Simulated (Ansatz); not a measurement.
Conformers and stereoisomers of C3H4F2, SMILES `FC1CC1F`, each relaxed with PBE0-D4/def2-TZVP in Ansatz. CBS adds the triple-zeta coupled-cluster correction to the MP2 limit.

Not all of them had a frequency check.

Conformer A:

Z-matrix (Å, degrees):
```
C
C 1 1.495
C 1 1.489 2 60.1
F 1 1.356 2 117.2 3 -107.6
H 1 1.084 2 120.8 3 109.1
H 2 1.083 1 120.1 3 -109.4
H 2 1.084 1 114.7 3 105.3
F 3 1.356 1 117.4 2 -107.2
H 3 1.084 1 119.9 2 110.6
```

Conformer B:

Cartesian coordinates in Å:
```
F -0.228 -1.487 1.251
C -0.281 -0.218 0.765
C 0.845 0.273 -0.088
C -0.491 -0.032 -0.685
F -1.275 1.001 -1.095
H -0.755 0.476 1.450
H 1.129 1.311 0.031
H 1.650 -0.413 -0.319
H -0.593 -0.911 -1.311
```

Q: Which is lowest in electronic energy at CCSD(T)/CBS (frozen core, def2 sets), and by how much? (An estimate is asked.)

A: Computed: B; A lies 11.0 kJ/mol higher.

Q: Give the energies relative to B (kJ/mol) with PBE-D4/def2-TZVPP, B3LYP-D4/def2-TZVPP, ωB97X-V/def2-TZVPP, B2PLYP/def2-TZVPP, SCS-MP2/def2-TZVPP, SCS-MP2/def2-QZVPP, CCSD/CBS(def2). (Best estimate.)

A: Ansatz gave: 
```json
{"level": "PBE-D4/def2-TZVPP", "A": "11.1"}
{"level": "B3LYP-D4/def2-TZVPP", "A": "11.2"}
{"level": "ωB97X-V/def2-TZVPP", "A": "11.0"}
{"level": "B2PLYP/def2-TZVPP", "A": "11.6"}
{"level": "SCS-MP2/def2-TZVPP", "A": "11.4"}
{"level": "SCS-MP2/def2-QZVPP", "A": "11.3"}
{"level": "CCSD/CBS(def2)", "A": "11.0"}
```

B3LYP here is the variant with VWN-RPA as its local correlation; programs differ in this.
